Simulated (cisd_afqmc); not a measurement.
Input (AFQMC/CISD/cc-pVTZ; cisd_afqmc is a phaseless AFQMC code with CISD trial states that reads the integrals written by Ansatz):

Ansatz 0.2 input:
```python
import cisd_afqmc

open("ham.yaml", "w").write("""\
crystal:
  periodic: [false, false, false]
  atoms:
    - {symbol: N, position_ang: [0.00456047, 0.00186225, 0.14178543]}
    - {symbol: H, position_ang: [-0.02755881, 0.79955398, -0.50646319]}
    - {symbol: H, position_ang: [-0.00436445, -0.81258975, -0.48603483]}
basis:
  gaussian:
    orbitals: cc-pVTZ
magnetization: {spin_polarized: true, initial_magnetization: 1}
correlation: {method: ccsd, electrons: outside_noble_gas, hamiltonian_folder: ham}
""")
rep = cisd_afqmc.ansatz("ham.yaml")
e_ccsd = rep["correlation"]["coupled_cluster"]["energy"]["hartree"]
out = cisd_afqmc.run("ham", e_ccsd, trial="CISD", walkers=2000, populations=1, threads=12, dt=0.005, steps=40, early=24, settle=10, least=100,
    cut=5e-5, rank_cut=2e-4, target=0.0004, seconds=1000, seed=4, memory=62639, gpu=True)
```

Output:

```
orbitals 57, occupied [4, 3], factors 265 of 338, rank of the doubles 197 of 374
E(HF) = -55.585794
E(CCSD) on the cut factors = -55.787937, shift to the whole factors -0.000008
Energy of the trial state on the determinant = -55.787890
  tau behind 7.2 of longer steps, mean of the populations' last blocks
   2.0  -55.79372
   4.0  -55.79423
   6.0  -55.79402
   8.0  -55.79436
  10.0  -55.79416
  12.0  -55.79420
  14.0  -55.79423
  16.0  -55.79379
  18.0  -55.79425
  20.0  -55.79367
  22.0  -55.79372
blocks 100 (0 outliers left out), error by blocks joined: 1: 0.00005, 2: 0.00007, 4: 0.00007, 8: 0.00008
E(AFQMC/CISD) = -55.79406 +/- 0.00008
```
